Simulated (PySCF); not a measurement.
# The bond of SiB, level by level, part 1 of 2

One job finds the state of SiB, follows it along the bond with each method and fits the curves.

Computed with PySCF 2.14.0. Level: Si def2-TZVPP, B def2-TZVPP, no relativity.

### Step 1. The job

The job is set up so:

```json
{
  "atoms": "Si, B",
  "charge": "0",
  "basis": "Si def2-TZVPP, B def2-TZVPP",
  "Hamiltonian": "no relativity",
  "basis functions": "73",
  "electrons treated": "19",
  "masses in u": "27.9769, 11.0093",
  "levels": "PBE0, PBE, r²SCAN, PBEsol, r²SCAN0, B97-3, M06, ωB97X, HF, MP2, SCS-MP2, CCSD, CCSD(T)",
  "grid": "80 radial by 434 angular points",
  "occupations": "held fixed by the projection of orbital angular momentum",
  "dissociation limit": "Si + B, each in its ground configuration",
  "starting distance in angstrom": "1.930",
  "values of 2S to try": "1, 3"
}
```

Started as:

```sh
> OMP_NUM_THREADS=1 python dia.py task.json out
```

The job searches for the state first and then visits each distance with every level. Its results follow level by level.

### Step 2. Search for the lowest state

At the starting distance of 1.930 Å the search finds these solutions (others can lie among them):

```
2Ms+1   unpaired          term  E (eV)  ⟨S²⟩  ⟨Lz²⟩  μ (D)
    4  σ ↑, π ↑↑           ⁴Σ⁻    0.00  3.75   0.00  -0.50
    2  σ ↓, π ↑↑  not assigned    0.31  1.78   0.00  -0.58
    2  σ ↑, π ↑↓  not assigned    0.37  1.77   2.02  -0.55
    2        σ ↑  not assigned    1.13  0.78   2.00  -0.52
    2        π ↑            ²Π    1.20  0.90   1.01  -0.41
    2        π ↑            ²Π    1.87  0.76   1.01  -2.67
```

6 of 10 solutions are listed, lowest first.

A term symbol stands only where ⟨S²⟩ and ⟨Lz²⟩ are near those of a pure state. A positive dipole means Si(−)B(+).

Followed over a short scan are these candidates:

```
2Ms+1   unpaired  R at minimum (Å)  energy at minimum (eV)
    4  σ ↑, π ↑↑              1.91                    0.00
    2  σ ↓, π ↑↑              1.92                    0.32
    2  σ ↑, π ↑↓              1.92                    0.37
    2        π ↑     not bracketed                  ≤ 1.09
    2        σ ↑              1.94                    1.13
```

The search made 11 SCF attempts at the starting distance; with the short scans it took 32 s of wall time (1 thread of Arm Neoverse V2, shared host).

### Step 3. PBE0 along the bond

State followed: ⁴Σ⁻ (quartet), unpaired electrons σ ↑, π ↑↑. The scan is laid around 1.910 Å.

The SCF at the reference distance, 1.910 Å, printed:

```text
******** <class 'pyscf.dft.uks_symm.SymAdaptedUKS'> ********
method = SymAdaptedUKS
initial guess = minao
damping factor = 0
level_shift factor = 0
DIIS = <class 'pyscf.scf.diis.CDIIS'>
diis_start_cycle = 1
diis_space = 10
diis_damp = 0
SCF conv_tol = 1e-09
SCF conv_tol_grad = None
SCF max_cycles = 60
direct_scf = False
max_memory 2100 MB (current use 394 MB)
number electrons alpha = 11  beta = 8
XC library pyscf.dft.libxc version 7.0.0
    S. Lehtola, C. Steigemann, M. J.T. Oliveira, and M. A.L. Marques.,  SoftwareX 7, 1–5 (2018)
XC functionals = PBE0
    C. Adamo and V. Barone.,  J. Chem. Phys. 110, 6158 (1999)
    M. Ernzerhof and G. E. Scuseria.,  J. Chem. Phys. 110, 5029 (1999)
small_rho_cutoff = 0
Overwritten attributes  get_jk get_occ get_j get_k get_hcore  of <class 'pyscf.dft.uks_symm.SymAdaptedUKS'>
<class 'pyscf.dft.uks_symm.SymAdaptedUKS'> does not have attributes  refdm
Set gradient conv threshold to 3.16228e-05
init E= -313.998154211035
cycle= 1 E= -313.998498535133  delta_E= -0.000344  |g|= 0.00359  |ddm|= 0.0215
cycle= 2 E= -313.998502188026  delta_E= -3.65e-06  |g|= 0.0037  |ddm|= 0.00852
cycle= 3 E= -313.998512007654  delta_E= -9.82e-06  |g|= 0.00111  |ddm|= 0.00521
cycle= 4 E= -313.998513440067  delta_E= -1.43e-06  |g|= 0.000421  |ddm|= 0.00196
cycle= 5 E= -313.998513868763  delta_E= -4.29e-07  |g|= 0.000158  |ddm|= 0.00105
cycle= 6 E= -313.998514016428  delta_E= -1.48e-07  |g|= 4.79e-05  |ddm|= 0.00104
cycle= 7 E= -313.998514022277  delta_E= -5.85e-09  |g|= 6.17e-06  |ddm|= 0.000187
cycle= 8 E= -313.998514022324  delta_E= -4.68e-11  |g|= 1.8e-06  |ddm|= 1.5e-05
Extra cycle  E= -313.998514022322  delta_E= 1.99e-12  |g|= 2.33e-06  |ddm|= 6.11e-06
converged SCF energy = -313.998514022322  <S^2> = 3.7526893  2S+1 = 4.0013444
```

The curve and what changes along it:

```
 R (Å)  E (eV)  μ (D)  Mulliken charge of Si (e)  Mayer bond order  ⟨S²⟩  HOMO (eV)  LUMO (eV)
1.6426  0.9059  -0.24                       0.00              2.09  3.75      -6.62      -3.64
1.7190  0.4003  -0.32                       0.00              2.06  3.75      -6.66      -3.51
1.7954  0.1220  -0.39                       0.01              2.03  3.75      -6.69      -3.41
1.8527  0.0248  -0.44                       0.01              2.01  3.75      -6.71      -3.34
1.9100  0.0000  -0.48                       0.02              1.98  3.75      -6.73      -3.27
1.9673  0.0308  -0.52                       0.03              1.94  3.75      -6.72      -3.21
2.0437  0.1350  -0.56                       0.04              1.89  3.75      -6.57      -3.14
2.1392  0.3318  -0.57                       0.04              1.82  3.75      -6.40      -3.05
2.2538  0.6198  -0.54                       0.04              1.72  3.75      -6.23      -2.96
2.4066  1.0314  -0.40                       0.01              1.59  3.75      -6.03      -3.05
```

Constants from the curve: Re = 1.904 Å, ωe = 772 cm⁻¹, ωexe = 5.52 cm⁻¹, αe = 0.00541 cm⁻¹, Be = 0.5884 cm⁻¹, De = 3.56 eV, μ = -0.48 D.

Orbitals nearest the gap at 1.910 Å:

```
spin  orbital  ε (eV)  filled                         made of
   α        σ  -15.45     yes             Si s 52 %, B s 34 %
   β        σ  -13.26     yes             Si s 59 %, B s 28 %
   α        σ  -10.01     yes  B s 42 %, Si s 33 %, Si p 14 %
   β        σ   -8.04     yes  Si p 34 %, Si s 33 %, B s 31 %
   α        π   -6.84     yes             Si p 54 %, B p 43 %
   α        π   -6.84     yes             Si p 54 %, B p 43 %
   α        σ   -6.73     yes   B p 44 %, Si p 38 %, B s 13 %
   β        π   -3.27      no             Si p 63 %, B p 35 %
   β        π   -3.27      no             Si p 63 %, B p 35 %
   α        π   -1.68      no             B p 48 %, Si p 46 %
   α        π   -1.68      no             B p 48 %, Si p 46 %
```

Polarisability there: 76.5 bohr³ along the bond, 37.3 across it. Without diffuse functions these come out too small, above all across the bond.

### Step 4. Fields at the reference distance

Orbitals, density, ELF and potential are computed afterwards from the orbital file.

Frontier orbitals at PBE0 (alpha spin), with the share of their density that lies nearest to each atom:

```
orbital  energy (eV)            lies on
   HOMO        -6.73  B2 59 %; Si1 41 %
   LUMO        -1.68  Si1 51 %; B2 49 %
```

ELF in a plane through or near 2 of the atoms.

Ten even steps from ' ' (0.00) to '@' (0.98):
```
                  ........                              
          ..::::----::::::..............                
      ..::==++++++++==------------::::::::::..          
    ::--++##########**++++====================::..      
  ..--==##%%%%%%%%##****++++++++++++++******++==::..    
  ::**##%%@@@@@@@@%%##**************####%%%%####==--    
..==##%%@@@@@@@@@@##******##%%%%####%%%%@@@@@@%%##++::  
::**%%@@@@@@@@@@++::..::--##%%%%##++##@@@@@@@@@@%%##--  
--##@@@@@@@@@@%%..==**::..##@@##--..::%%@@@@@@@@@@%%++..
--##@@@@@@@@@@++::##@@**--**@@==::@@==++@@@@@@@@@@%%++..
--##@@@@@@@@@@++::##@@**--**@@==::@@==++@@@@@@@@@@%%++..
--##@@@@@@@@@@%%..==**::..##@@##--....%%@@@@@@@@@@%%++..
::**%%@@@@@@@@@@++::..::--##%%%%##++##@@@@@@@@@@%%##--  
..==##%%@@@@@@@@@@##******##%%%%####%%@@@@@@@@%%##++::  
  ::**##%%@@@@@@@@%%##**************####%%%%####==--    
  ..--==##%%%%%%%%##****++++++++++++++******++==::..    
    ::--++##########**++++====================::..      
      ..::==++++++++==------------::::::::::..          
          ..::::----::::::..............                
                  ........                              
```
The map spans 7.1 Å across and 5.2 Å up, centred on the molecule. Atoms in the plane (x, y in Å): Si1 (-1.0, 0.0), B2 (1.0, 0.0).

On the surface of density 0.002 e/bohr³ the electrostatic potential runs, from the 1st to the 99th percentile, from -0.22 V near B2 to 0.74 V near Si1.

The spin density lies nearest to B2 59 %; Si1 41 %.

### Step 5. Excited determinants

State 2: Ms = 0.5 determinant of mixed spin (⟨S²⟩ = 1.77), unpaired electrons σ ↓, π ↑↑, an excited solution.

The SCF at the reference distance, 1.910 Å, printed:

```text
[... 13 set-up lines left out, the same as in an earlier log ...]
max_memory 2100 MB (current use 459 MB)
number electrons alpha = 10  beta = 9
[... 7 set-up lines left out, the same as in an earlier log ...]
init E= -313.986402295473
cycle= 1 E= -313.986839988086  delta_E= -0.000438  |g|= 0.00318  |ddm|= 0.0211
cycle= 2 E= -313.98684771524  delta_E= -7.73e-06  |g|= 0.0022  |ddm|= 0.00673
cycle= 3 E= -313.986850614101  delta_E= -2.9e-06  |g|= 0.000622  |ddm|= 0.00322
cycle= 4 E= -313.986850967225  delta_E= -3.53e-07  |g|= 0.000418  |ddm|= 0.00133
cycle= 5 E= -313.98685117063  delta_E= -2.03e-07  |g|= 9.06e-05  |ddm|= 0.000629
cycle= 6 E= -313.986851197691  delta_E= -2.71e-08  |g|= 2.85e-05  |ddm|= 0.000382
cycle= 7 E= -313.986851199246  delta_E= -1.56e-09  |g|= 3.31e-06  |ddm|= 9.08e-05
cycle= 8 E= -313.986851199269  delta_E= -2.27e-11  |g|= 7.97e-07  |ddm|= 1.14e-05
Extra cycle  E= -313.986851199269  delta_E= -1.71e-13  |g|= 8.12e-07  |ddm|= 2.16e-06
converged SCF energy = -313.986851199269  <S^2> = 1.7746924  2S+1 = 2.8458337
```

Re = 1.919 Å, ωe = 754 cm⁻¹; the determinant mixes terms (⟨S²⟩ = 1.77, ⟨Lz²⟩ = 0.00), so these belong to no real state. Its minimum lies 0.32 eV above that of the lowest state.

State 3: Ms = 0.5 determinant of mixed spin (⟨S²⟩ = 1.77), unpaired electrons σ ↑, π ↑↓, an excited solution.

Output of the SCF at 1.910 Å:

```text
[... 22 set-up lines left out, the same as in an earlier log ...]
init E= -313.984358624481
cycle= 1 E= -313.984859960053  delta_E= -0.000501  |g|= 0.00333  |ddm|= 0.0209
cycle= 2 E= -313.984865441822  delta_E= -5.48e-06  |g|= 0.00293  |ddm|= 0.00725
cycle= 3 E= -313.984870929852  delta_E= -5.49e-06  |g|= 0.000967  |ddm|= 0.00416
cycle= 4 E= -313.984871928825  delta_E= -9.99e-07  |g|= 0.000409  |ddm|= 0.00174
cycle= 5 E= -313.984872197146  delta_E= -2.68e-07  |g|= 0.000119  |ddm|= 0.000757
cycle= 6 E= -313.984872262078  delta_E= -6.49e-08  |g|= 3.91e-05  |ddm|= 0.000627
cycle= 7 E= -313.984872266715  delta_E= -4.64e-09  |g|= 8.72e-06  |ddm|= 0.000147
cycle= 8 E= -313.984872267228  delta_E= -5.13e-10  |g|= 3.94e-06  |ddm|= 4.47e-05
Extra cycle  E= -313.984872267303  delta_E= -7.48e-11  |g|= 2.9e-06  |ddm|= 1.3e-05
converged SCF energy = -313.984872267303  <S^2> = 1.7657196  2S+1 = 2.8395208
```

Re = 1.918 Å, ωe = 754 cm⁻¹; the determinant mixes terms (⟨S²⟩ = 1.77, ⟨Lz²⟩ = 2.02), so these belong to no real state. Its minimum lies 0.37 eV above that of the lowest state.

State 4: ²Π (doublet), unpaired electrons π ↑, an excited solution.

Log of the SCF at 1.910 Å:

```text
[... 13 set-up lines left out, the same as in an earlier log ...]
max_memory 2100 MB (current use 463 MB)
[... 8 set-up lines left out, the same as in an earlier log ...]
init E= -313.956787883233
cycle= 1 E= -313.955562675783  delta_E= 0.00123  |g|= 0.00645  |ddm|= 0.0201
cycle= 2 E= -313.95536857411  delta_E= 0.000194  |g|= 0.0163  |ddm|= 0.0214
cycle= 3 E= -313.955598980955  delta_E= -0.00023  |g|= 0.00256  |ddm|= 0.0164
cycle= 4 E= -313.955605033974  delta_E= -6.05e-06  |g|= 0.000482  |ddm|= 0.00316
cycle= 5 E= -313.955605557111  delta_E= -5.23e-07  |g|= 0.000228  |ddm|= 0.000966
cycle= 6 E= -313.9556059406  delta_E= -3.83e-07  |g|= 0.000135  |ddm|= 0.00117
cycle= 7 E= -313.955606157691  delta_E= -2.17e-07  |g|= 4.56e-05  |ddm|= 0.0014
cycle= 8 E= -313.955606173622  delta_E= -1.59e-08  |g|= 1.74e-05  |ddm|= 0.000369
cycle= 9 E= -313.955606175851  delta_E= -2.23e-09  |g|= 9.76e-06  |ddm|= 0.00011
cycle= 10 E= -313.955606176884  delta_E= -1.03e-09  |g|= 7.69e-06  |ddm|= 6.16e-05
cycle= 11 E= -313.955606177967  delta_E= -1.08e-09  |g|= 6.42e-06  |ddm|= 7.42e-05
cycle= 12 E= -313.955606179915  delta_E= -1.95e-09  |g|= 3e-06  |ddm|= 0.000199
cycle= 13 E= -313.955606180358  delta_E= -4.43e-10  |g|= 7.9e-07  |ddm|= 0.000132
Extra cycle  E= -313.955606180357  delta_E= 7.96e-13  |g|= 1.68e-06  |ddm|= 2.56e-06
converged SCF energy = -313.955606180357  <S^2> = 0.89959908  2S+1 = 2.1443872
```

Re = 1.816 Å, ωe = 860 cm⁻¹, ωexe = 5.71 cm⁻¹, αe = 0.00548 cm⁻¹, Be = 0.6470 cm⁻¹, μ = -0.36 D. Its minimum lies 1.09 eV above that of the lowest state.

Energy (eV) from the lowest point of the lowest state:

```
R (Å)  lowest  state 2  state 3  state 4
1.643   0.906    1.296    1.344    1.513
1.719   0.400    0.769    0.819    1.204
1.795   0.122    0.469    0.521    1.091
1.853   0.025    0.357    0.409    1.099
1.910   0.000    0.317    0.371    1.168
1.967   0.031    0.335    0.390    1.279
2.044   0.135    0.423    0.479    1.475
2.139   0.332    0.605    0.661    1.759
2.254   0.620    0.883    0.938    2.114
2.407   1.031    1.292    1.343    2.554
```

### Step 6. PBE (GGA)

Output of the SCF at 1.910 Å:

```text
[... 17 set-up lines left out, the same as in an earlier log ...]
XC functionals = PBE
    J. P. Perdew, K. Burke, and M. Ernzerhof.,  Phys. Rev. Lett. 77, 3865 (1996)
    J. P. Perdew, K. Burke, and M. Ernzerhof.,  Phys. Rev. Lett. 78, 1396 (1997)
    J. P. Perdew, K. Burke, and M. Ernzerhof.,  Phys. Rev. Lett. 77, 3865 (1996)
    J. P. Perdew, K. Burke, and M. Ernzerhof.,  Phys. Rev. Lett. 78, 1396 (1997)
[... 2 set-up lines left out, the same as in an earlier log ...]
init E= -313.969538208276
cycle= 1 E= -313.970630649238  delta_E= -0.00109  |g|= 0.0154  |ddm|= 0.0923
cycle= 2 E= -313.969233423943  delta_E= 0.0014  |g|= 0.0396  |ddm|= 0.0636
cycle= 3 E= -313.970780793848  delta_E= -0.00155  |g|= 0.00548  |ddm|= 0.0535
cycle= 4 E= -313.970811350377  delta_E= -3.06e-05  |g|= 0.000614  |ddm|= 0.0062
cycle= 5 E= -313.970811737427  delta_E= -3.87e-07  |g|= 0.000197  |ddm|= 0.00153
cycle= 6 E= -313.970811795726  delta_E= -5.83e-08  |g|= 4.97e-05  |ddm|= 0.000526
cycle= 7 E= -313.970811799296  delta_E= -3.57e-09  |g|= 1.16e-05  |ddm|= 0.000168
cycle= 8 E= -313.970811799448  delta_E= -1.52e-10  |g|= 3.2e-06  |ddm|= 2.37e-05
Extra cycle  E= -313.970811799379  delta_E= 6.93e-11  |g|= 8.74e-06  |ddm|= 1.56e-05
converged SCF energy = -313.970811799379  <S^2> = 3.7523903  2S+1 = 4.001195
```

Re = 1.928 Å, ωe = 731 cm⁻¹, ωexe = 5.27 cm⁻¹, αe = 0.00547 cm⁻¹, Be = 0.5739 cm⁻¹, De = 3.75 eV, μ = -0.64 D. 10 s of CPU time for 12 points, integrals apart.

### Step 7. r²SCAN (meta-GGA)

Output of the SCF at 1.910 Å:

```text
[... 17 set-up lines left out, the same as in an earlier log ...]
XC functionals = R2SCAN
    J. W. Furness, A. D. Kaplan, J. Ning, J. P. Perdew, and J. Sun.,  J. Phys. Chem. Lett. 11, 8208-8215 (2020)
    J. W. Furness, A. D. Kaplan, J. Ning, J. P. Perdew, and J. Sun.,  J. Phys. Chem. Lett. 11, 9248-9248 (2020)
    J. W. Furness, A. D. Kaplan, J. Ning, J. P. Perdew, and J. Sun.,  J. Phys. Chem. Lett. 11, 8208-8215 (2020)
    J. W. Furness, A. D. Kaplan, J. Ning, J. P. Perdew, and J. Sun.,  J. Phys. Chem. Lett. 11, 9248-9248 (2020)
[... 2 set-up lines left out, the same as in an earlier log ...]
init E= -314.113907028301
cycle= 1 E= -314.114482815508  delta_E= -0.000576  |g|= 0.0067  |ddm|= 0.0984
cycle= 2 E= -314.114496776238  delta_E= -1.4e-05  |g|= 0.00496  |ddm|= 0.0137
cycle= 3 E= -314.114496447363  delta_E= 3.29e-07  |g|= 0.00434  |ddm|= 0.00983
cycle= 4 E= -314.114515718607  delta_E= -1.93e-05  |g|= 0.00107  |ddm|= 0.00638
cycle= 5 E= -314.114517484494  delta_E= -1.77e-06  |g|= 0.000317  |ddm|= 0.00231
cycle= 6 E= -314.114517609298  delta_E= -1.25e-07  |g|= 5.59e-05  |ddm|= 0.000802
cycle= 7 E= -314.114517615789  delta_E= -6.49e-09  |g|= 1.95e-05  |ddm|= 0.000216
cycle= 8 E= -314.114517616236  delta_E= -4.47e-10  |g|= 8.74e-07  |ddm|= 3.88e-05
Extra cycle  E= -314.114517616237  delta_E= -1.02e-12  |g|= 8.14e-07  |ddm|= 5.4e-06
converged SCF energy = -314.114517616237  <S^2> = 3.7547569  2S+1 = 4.0023777
```

Re = 1.908 Å, ωe = 769 cm⁻¹, ωexe = 5.36 cm⁻¹, αe = 0.00534 cm⁻¹, Be = 0.5859 cm⁻¹, De = 3.72 eV, μ = -0.34 D.

### Step 8. PBEsol (GGA)

The SCF at the reference distance, 1.910 Å, printed:

```text
[... 17 set-up lines left out, the same as in an earlier log ...]
XC functionals = PBEsol
    J. P. Perdew, A. Ruzsinszky, G. I. Csonka, O. A. Vydrov, G. E. Scuseria, L. A. Constantin, X. Zhou, and K. Burke.,  Phys. Rev. Lett. 100, 136406 (2008)
    J. P. Perdew, A. Ruzsinszky, G. I. Csonka, O. A. Vydrov, G. E. Scuseria, L. A. Constantin, X. Zhou, and K. Burke.,  Phys. Rev. Lett. 100, 136406 (2008)
[... 2 set-up lines left out, the same as in an earlier log ...]
init E= -313.305887407298
cycle= 1 E= -313.307613208677  delta_E= -0.00173  |g|= 0.023  |ddm|= 0.0935
cycle= 2 E= -313.307145721919  delta_E= 0.000467  |g|= 0.0272  |ddm|= 0.0413
cycle= 3 E= -313.30726623834  delta_E= -0.000121  |g|= 0.021  |ddm|= 0.0531
cycle= 4 E= -313.307728259912  delta_E= -0.000462  |g|= 0.000835  |ddm|= 0.0258
cycle= 5 E= -313.307728871187  delta_E= -6.11e-07  |g|= 0.000285  |ddm|= 0.00193
cycle= 6 E= -313.307728952676  delta_E= -8.15e-08  |g|= 0.000123  |ddm|= 0.000537
cycle= 7 E= -313.307728972733  delta_E= -2.01e-08  |g|= 1.84e-05  |ddm|= 0.000314
cycle= 8 E= -313.307728973193  delta_E= -4.59e-10  |g|= 2.79e-06  |ddm|= 4.63e-05
Extra cycle  E= -313.307728973201  delta_E= -8.41e-12  |g|= 1.92e-06  |ddm|= 9.47e-06
converged SCF energy = -313.307728973201  <S^2> = 3.7522186  2S+1 = 4.0011091
```

Re = 1.923 Å, ωe = 739 cm⁻¹, ωexe = 5.14 cm⁻¹, αe = 0.00537 cm⁻¹, Be = 0.5768 cm⁻¹, De = 3.99 eV, μ = -0.65 D.

### Step 9. r²SCAN0 (hybrid meta-GGA)

The SCF at the reference distance, 1.910 Å, printed:

```text
[... 17 set-up lines left out, the same as in an earlier log ...]
XC functionals = HYB_MGGA_XC_R2SCAN0
    M. Bursch, H. Neugebauer, S. Ehlert, and S. Grimme.,  J. Chem. Phys. 156, 134105 (2022)
[... 2 set-up lines left out, the same as in an earlier log ...]
init E= -314.107098857465
cycle= 1 E= -314.1077999227  delta_E= -0.000701  |g|= 0.00923  |ddm|= 0.0931
cycle= 2 E= -314.107818836439  delta_E= -1.89e-05  |g|= 0.00716  |ddm|= 0.0203
cycle= 3 E= -314.107853729199  delta_E= -3.49e-05  |g|= 0.00323  |ddm|= 0.0112
cycle= 4 E= -314.107866283812  delta_E= -1.26e-05  |g|= 0.000804  |ddm|= 0.00503
cycle= 5 E= -314.107869079173  delta_E= -2.8e-06  |g|= 0.000236  |ddm|= 0.00374
cycle= 6 E= -314.107869361247  delta_E= -2.82e-07  |g|= 7.92e-05  |ddm|= 0.00131
cycle= 7 E= -314.107869375239  delta_E= -1.4e-08  |g|= 1.21e-05  |ddm|= 0.000278
cycle= 8 E= -314.107869375471  delta_E= -2.31e-10  |g|= 3.27e-06  |ddm|= 2.76e-05
Extra cycle  E= -314.107869375489  delta_E= -1.83e-11  |g|= 1.84e-06  |ddm|= 7.2e-06
converged SCF energy = -314.107869375489  <S^2> = 3.754428  2S+1 = 4.0022134
```

Re = 1.893 Å, ωe = 796 cm⁻¹, ωexe = 5.57 cm⁻¹, αe = 0.00531 cm⁻¹, Be = 0.5953 cm⁻¹, De = 3.52 eV, μ = -0.30 D.

### Step 10. B97-3 (global hybrid GGA)

Log of the SCF at 1.910 Å:

```text
[... 17 set-up lines left out, the same as in an earlier log ...]
XC functionals = HYB_GGA_XC_B97_3
    T. W. Keal and D. J. Tozer.,  J. Chem. Phys. 123, 121103 (2005)
[... 2 set-up lines left out, the same as in an earlier log ...]
init E= -314.114528302209
cycle= 1 E= -314.115204122359  delta_E= -0.000676  |g|= 0.00911  |ddm|= 0.169
cycle= 2 E= -314.115085031327  delta_E= 0.000119  |g|= 0.0145  |ddm|= 0.0368
cycle= 3 E= -314.115294235433  delta_E= -0.000209  |g|= 0.00114  |ddm|= 0.0185
cycle= 4 E= -314.115295554894  delta_E= -1.32e-06  |g|= 0.000467  |ddm|= 0.0019
cycle= 5 E= -314.115295897206  delta_E= -3.42e-07  |g|= 0.000137  |ddm|= 0.000971
cycle= 6 E= -314.11529595978  delta_E= -6.26e-08  |g|= 6.94e-05  |ddm|= 0.000421
cycle= 7 E= -314.115295978044  delta_E= -1.83e-08  |g|= 1.87e-05  |ddm|= 0.000301
cycle= 8 E= -314.115295980122  delta_E= -2.08e-09  |g|= 2.33e-06  |ddm|= 0.000129
cycle= 9 E= -314.115295980139  delta_E= -1.75e-11  |g|= 4.19e-07  |ddm|= 1.25e-05
Extra cycle  E= -314.115295980139  delta_E= 3.41e-13  |g|= 1.56e-07  |ddm|= 1.15e-06
converged SCF energy = -314.115295980139  <S^2> = 3.7547403  2S+1 = 4.0023695
```

Re = 1.905 Å, ωe = 767 cm⁻¹, ωexe = 5.58 cm⁻¹, αe = 0.00550 cm⁻¹, Be = 0.5877 cm⁻¹, De = 3.44 eV, μ = -0.60 D.

### Step 11. M06 (hybrid meta-GGA)

Log of the SCF at 1.910 Å:

```text
[... 13 set-up lines left out, the same as in an earlier log ...]
max_memory 2100 MB (current use 464 MB)
[... 3 set-up lines left out, the same as in an earlier log ...]
XC functionals = M06
    Y. Zhao and D. G. Truhlar.,  Theor. Chem. Acc. 120, 215 (2008)
    Y. Zhao and D. G. Truhlar.,  Theor. Chem. Acc. 120, 215 (2008)
[... 2 set-up lines left out, the same as in an earlier log ...]
init E= -314.121096433961
cycle= 1 E= -314.123377788853  delta_E= -0.00228  |g|= 0.0122  |ddm|= 0.426
cycle= 2 E= -314.123436488456  delta_E= -5.87e-05  |g|= 0.00698  |ddm|= 0.0812
cycle= 3 E= -314.123450542706  delta_E= -1.41e-05  |g|= 0.00547  |ddm|= 0.0237
cycle= 4 E= -314.123477370664  delta_E= -2.68e-05  |g|= 0.000629  |ddm|= 0.00742
cycle= 5 E= -314.123477877168  delta_E= -5.07e-07  |g|= 0.000306  |ddm|= 0.00168
cycle= 6 E= -314.123477942229  delta_E= -6.51e-08  |g|= 6.07e-05  |ddm|= 0.000706
cycle= 7 E= -314.123477946224  delta_E= -4e-09  |g|= 1.15e-05  |ddm|= 0.00013
cycle= 8 E= -314.12347794647  delta_E= -2.45e-10  |g|= 3.11e-06  |ddm|= 4.26e-05
Extra cycle  E= -314.123477946504  delta_E= -3.45e-11  |g|= 2.35e-06  |ddm|= 1.34e-05
converged SCF energy = -314.123477946504  <S^2> = 3.753922  2S+1 = 4.0019605
```

Re = 1.904 Å, ωe = 755 cm⁻¹, ωexe = 4.74 cm⁻¹, αe = 0.00533 cm⁻¹, Be = 0.5885 cm⁻¹, De = 3.53 eV, μ = -0.63 D.

### Step 12. ωB97X

Output of the SCF at 1.910 Å:

```text
[... 17 set-up lines left out, the same as in an earlier log ...]
XC functionals = WB97X
    J.-D. Chai and M. Head-Gordon.,  J. Chem. Phys. 128, 084106 (2008)
[... 2 set-up lines left out, the same as in an earlier log ...]
init E= -314.130735009
cycle= 1 E= -314.132618278921  delta_E= -0.00188  |g|= 0.00992  |ddm|= 0.276
cycle= 2 E= -314.132786667074  delta_E= -0.000168  |g|= 0.00398  |ddm|= 0.0496
cycle= 3 E= -314.132815245354  delta_E= -2.86e-05  |g|= 0.00227  |ddm|= 0.0144
cycle= 4 E= -314.132821847705  delta_E= -6.6e-06  |g|= 0.000522  |ddm|= 0.00617
cycle= 5 E= -314.132822784902  delta_E= -9.37e-07  |g|= 0.000289  |ddm|= 0.00394
cycle= 6 E= -314.132823088623  delta_E= -3.04e-07  |g|= 0.000167  |ddm|= 0.00152
cycle= 7 E= -314.132823278613  delta_E= -1.9e-07  |g|= 5.03e-05  |ddm|= 0.00137
cycle= 8 E= -314.132823293751  delta_E= -1.51e-08  |g|= 1.4e-05  |ddm|= 0.000293
cycle= 9 E= -314.132823294601  delta_E= -8.5e-10  |g|= 2.64e-06  |ddm|= 8.62e-05
Extra cycle  E= -314.132823294615  delta_E= -1.4e-11  |g|= 1.23e-06  |ddm|= 1.04e-05
converged SCF energy = -314.132823294615  <S^2> = 3.7555708  2S+1 = 4.0027844
```

Re = 1.884 Å, ωe = 813 cm⁻¹, ωexe = 5.71 cm⁻¹, αe = 0.00523 cm⁻¹, Be = 0.6014 cm⁻¹, De = 3.33 eV, μ = -0.42 D. 16 s of CPU time for 12 points, integrals apart.

(Continued in part 2 of 2.)
